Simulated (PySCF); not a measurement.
NaP⁺: from constants to spectrum

UHF-CCSD(T) constants of NaP⁺, ⁴Σ⁻ (quartet), unpaired electrons σ ↑, π ↑↑ (basis Na aug-cc-pVDZ, P aug-cc-pV(D+d)Z; no relativity; PySCF 2.14; masses 22.9898 and 30.9738 u):

- ωe: 110.5 cm⁻¹
- ωexe: 1.75 cm⁻¹
- Be: 0.12474 cm⁻¹
- αe: 0.00231 cm⁻¹
- D (centrifugal): 6.35e-07 cm⁻¹
- De to Na⁺ + P: 0.210 eV

(1) Give the vibrational terms G(v) and spacings up to v = 6.

(2) How well does the Morse estimate ωe²/(4ωexe) reproduce De, and what is D0?

Correlated steps freeze 6 core orbitals. The bond is weak. Basis-set superposition, not corrected here, can be much of De in a small basis, most of all at correlated wavefunction levels. For an ion De counts to the pair picked by the measured ionisation energies or electron affinities, which need not be the lowest pair at this level. The state is the lowest determinant that a PBE0 search found; another state may lie lower at other levels.

Results:

(1) G(v) = ωe(v+½) − ωexe(v+½)².

| v | G(v) (cm⁻¹) | G(v) − G(v−1) | Bv (cm⁻¹) |
| --- | --- | --- | --- |
| 0 | 54.8 |  | 0.1236 |
| 1 | 161.8 | 107.0 | 0.1213 |
| 2 | 265.3 | 103.5 | 0.1190 |
| 3 | 365.3 | 100.0 | 0.1167 |
| 4 | 461.8 | 96.5 | 0.1143 |
| 5 | 554.8 | 93.0 | 0.1120 |
| 6 | 644.3 | 89.5 | 0.1097 |

(2) It gives 0.216 eV, 103 % of the computed De. D0 = De − G(0) = 0.210 − 0.007 = 0.203 eV.
